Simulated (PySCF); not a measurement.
Numbering as in the mapped SMILES `[CH3:1][C:2]#[P:3]` (H(Xn): hydrogen on atom n).

- PBE0-D3(BJ)/def2-TZVP structure
- GIAO B97-2/pcSseg-2 shieldings
- run in PySCF 2.14
- averaged over atoms made equivalent by symmetry, fast rotation or ring inversion, non-relativistic Hamiltonian, one computed conformer, in vacuum

Question: List the cross peaks expected in HSQC, COSY and HMBC spectra.

Answer: 

HSQC (one-bond C–H):
| δH | δC |
| --- | --- |
| 2.27 (H(C1)) | 16.4 (C1) |

HMBC (two and three bonds, from the bond graph):
| δH | δC |
| --- | --- |
| 2.27 (H(C1)) | 180.6 (C2) |

No COSY cross peaks are expected.

References, each an isolated molecule treated in the same way: ¹H (σref 31.64) and ¹³C (σref 185.38) vs TMS.

Shifts are as computed. Against solution values, carbons near 30 ppm lie about +3 ppm off and those near 130 ppm about +7 ppm. Of 1211 compounds with measured shifts, 218 miss one by over three times the rms of a fit or turn the order of signals round; such compounds aren't used in these exercises.
